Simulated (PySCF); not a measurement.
Geometry:
```tsv
atom	x (Å)	y (Å)	z (Å)
F1	-1.869	-0.236	1.077
C2	-1.066	0.014	-0.029
F3	-1.821	-0.535	-1.058
C4	0.277	-0.555	0.081
C5	1.384	0.222	-0.002
S6	1.447	1.892	-0.233
H7	-1.040	1.101	-0.180
H8	0.352	-1.623	0.230
H9	2.350	-0.274	0.089
```

Total charge -1.

Geometry: GFN2-xTB; GIAO absolute shieldings from PySCF, gas phase, non-relativistic, averaged over equivalent atoms.

At PBE0/ANO-RCC-VDZP (103 basis functions, 13 s wall time on 1 thread of an Arm Neoverse V1, shared host):
```tsv
atoms	σ (ppm)
F1/F3	314.1
C5	16.8
C2	67.1
C4	84.2
S6	561.3
H9	22.97
H7	23.20
H8	27.08
```

Task: Estimate the result of repeating the calculation with HF/6-311+G(2d,p).

Result: 
| atoms | σ at HF/6-311+G(2d,p) | change |
| --- | --- | --- |
| F1/F3 | 339.5 | +25.4 |
| C5 | 8.9 | -7.9 |
| C2 | 84.0 | +16.9 |
| C4 | 88.4 | +4.2 |
| S6 | 586.1 | +24.8 |
| H9 | 23.30 | +0.33 |
| H7 | 23.96 | +0.76 |
| H8 | 27.80 | +0.72 |

The largest change is at F1/F3 (fluorine of a CF2 group). Cost: 188 basis functions, 8 s wall time on 1 thread of an Arm Neoverse V1, shared host. The order of the carbon signals is the same at both levels.
